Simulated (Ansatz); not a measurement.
Input file:

```yaml
crystal:
  periodic: [false, false, false]
  atoms:
    - {symbol: S, position_ang: [0.000000, -0.096948, 0.000000]}
    - {symbol: H, position_ang: [0.000000, 1.542074, -1.706146]}
    - {symbol: H, position_ang: [0.000000, 1.542068, 1.706150]}
basis:
  gaussian: {orbitals: cc-pVDZ}
magnetization: {spin_polarized: true, initial_magnetization: 0}
hamiltonian: {xc: {name: PBE}}
correlation: {method: rpa, electrons: outside_noble_gas}
```

```sh
$ ansatz run in.yaml --threads 1 --pin off --events-out ev --progress --plain --max-ram 2393MiB
```

Output:

```
281 factors; integrals over basis functions are off by at most 6.5e-4 eV
mean field evaluation 1: about -10855.8925 eV, gradient 1.1e1 eV
mean field evaluation 2: about -10855.8856 eV, gradient 1.1e1 eV
mean field evaluation 4: about -10856.6372 eV, gradient 4.7e0 eV
mean field evaluation 8: about -10856.8576 eV, gradient 2.3e-1 eV
mean field evaluation 16: about -10856.8581 eV, gradient 2.4e-5 eV
mean field evaluation 32: about -10856.9173 eV, gradient 1.4e-1 eV
mean field evaluation 64: about -10856.1417 eV, gradient 3.8e-1 eV
mean field evaluation 96: about -10856.8967 eV, gradient 5.2e-1 eV
mean field evaluation 128: about -10856.1430 eV, gradient 3.8e-1 eV
mean field evaluation 160: about -10856.1886 eV, gradient 1.0e0 eV
mean field -10856.91961300 eV, -398.9844366933 hartree, gradient 2.0e-6 eV, S^2 0.554456; 16 other end points of the search recorded, 0 dependent functions left out
5 core orbitals not correlated: weight in the atoms' cores, before any rotation towards them, 1.000 or more for the frozen orbitals, at most 0.000 for the correlated occupied ones
reference -10841.82822899 eV, -398.4298385602 hartree; 4, 4 occupied and 19, 19 virtual orbitals, 281 factors
Total energy: -10849.62987041 eV, -398.7165435944 hartree
```

Ran on 1 thread of Arm Neoverse V1, shared host: 3.7 s wall, 0.08 GiB peak host memory.
